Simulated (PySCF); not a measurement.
**PS: energy against distance**

Set-up: P cc-pV(D+d)Z, S cc-pV(D+d)Z; no relativity (PySCF 2.14). Energies in eV from P + S in their ground configurations at the same level. State: ²Π (doublet), unpaired electrons π ↑.

All columns are PBE0. A positive dipole means P(−)S(+).

```
R (Å)  E (eV)  μ (D)  Mulliken charge on P (basis-dependent)  HOMO (eV)  LUMO (eV)  Mayer bond order  ⟨S²⟩
1.639  -2.533   0.01                                    0.03      -4.75      -2.64              2.36  0.75
1.715  -3.564  -0.20                                    0.05      -5.02      -2.93              2.34  0.75
1.792  -4.124  -0.41                                    0.08      -5.29      -3.20              2.32  0.75
1.849  -4.318  -0.58                                    0.10      -5.47      -3.39              2.31  0.75
1.906  -4.367  -0.73                                    0.11      -5.65      -3.58              2.30  0.76
1.963  -4.305  -0.89                                    0.13      -5.82      -3.76              2.29  0.76
2.039  -4.097  -1.09                                    0.15      -6.03      -3.98              2.27  0.76
2.135  -3.706  -1.30                                    0.16      -6.25      -4.23              2.19  0.83
2.249  -3.178  -1.37                                    0.16      -6.44      -4.32              1.89  1.10
2.402  -2.513  -1.43                                    0.15      -6.61      -4.25              1.52  1.40
```

A fit through these points gives, at Re = 1.900 Å, μ = -0.72 D and dμ/dR = -2.76 D/Å; the reduced mass is 15.73 u.

**Question.** How strong is the fundamental in the double-harmonic approximation, I = 42.26·(dμ/dR)²/μred km/mol?

**Answer.** I = 42.26·(-2.76)²/15.73 = 20.5 km/mol at PBE0.

⟨S²⟩ of the unrestricted solution departs from its pure value on part of the curve, where spin states mix. The state is the lowest determinant that a PBE0 search found; another state may lie lower at other levels.
